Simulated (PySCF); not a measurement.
# ClH₅, singlet: structure and spectrum

All numbers come from PySCF, PBE0, basis Cl def2-TZVP, H def2-TZVP (no relativity, density fitting).

The structure is a minimum.

```xyz
6
charge 0 multiplicity 1, angstrom
Cl    0.0000    0.0000   -0.0444
H     0.0000    0.0000    1.2303
H     1.5544    0.0000    0.0786
H     0.0000    1.5544    0.0786
H    -1.5544    0.0000    0.0786
H     0.0000   -1.5544    0.0786
```

| Quantity | Value |
| --- | --- |
| Point group | C4v |
| Bond lengths | Cl–H 1.275 Å, Cl–H 1.559 Å (×4) |
| Bond angles | H–Cl–H 85.5° (×4), H–Cl–H 89.6° (×4), H–Cl–H 171.0° (×2) |
| Lowest empty level | -1.15 eV |
| Principal quadrupole moments (Buckingham, traceless) about the centre of mass | -3.86, -3.86, 7.72 D Å |
| Principal polarisabilities | 15.7, 65.8, 65.8 bohr³ |
| Dipole moment | 1.00 D |
| Rotational constants | 2.598, 2.598, 1.731 cm⁻¹ |
| Heat capacity Cp at 298.15 K | 45.9 J/(mol K) |
| Highest occupied level | -5.85 eV |
| Entropy at 298.15 K and 1 bar | 221.0 J/(mol K) |
| Rotational symmetry number | 4 |
| Enthalpy at 298.15 K above 0 K | 10.86 kJ/mol |
| Zero-point energy | 97.3 kJ/mol |
| Atomisation energy without zero-point energy | 422 kJ/mol |

Harmonic modes (masses in u: Cl 34.969, H 1.008):
```tsv
symmetry	ω (cm⁻¹)	IR (km/mol, summed over degenerate members)	μ (u)	type
b2	530	0.0	1.01	bend
e	1002	1198	1.01	mixed
b1	1191	0.0	1.01	bend
e	1213	1006	1.09	bend
a1	1243	45.0	1.11	bend
e	1433	3228	1.04	mixed
a1	1539	0.0	1.01	stretch
b1	1582	0.0	1.01	stretch
a1	2893	120	1.04	stretch
```

In C4v the vibrations span b2 + 3e + 2b1 + 3a1. The b1, b2 modes carry no infrared intensity, as symmetry demands.

Charges (e):
```json
{"atom": "Cl1", "Mulliken": "0.11", "Löwdin": "0.46", "polar tensor": "1.63", "Mayer order to Cl1": "–"}
{"atom": "H2", "Mulliken": "0.38", "Löwdin": "0.09", "polar tensor": "0.09", "Mayer order to Cl1": "0.81"}
{"atom": "H3,4,5,6", "Mulliken": "-0.12", "Löwdin": "-0.14", "polar tensor": "-0.43", "Mayer order to Cl1": "0.60"}
```
Other Mayer orders above 0.3: H–H 0.38 (×2).

Mulliken populations on Cl1: s 5.86, p 10.45, d 0.57, f 0.01.

Counting electrons, chlorine keeps 2 of its valence electrons outside its bonds, so the VSEPR class is AX5E1 and the expected shape is square pyramidal (C4v), as computed.

The final relaxation and frequency run took about 40 core-seconds on a shared host.
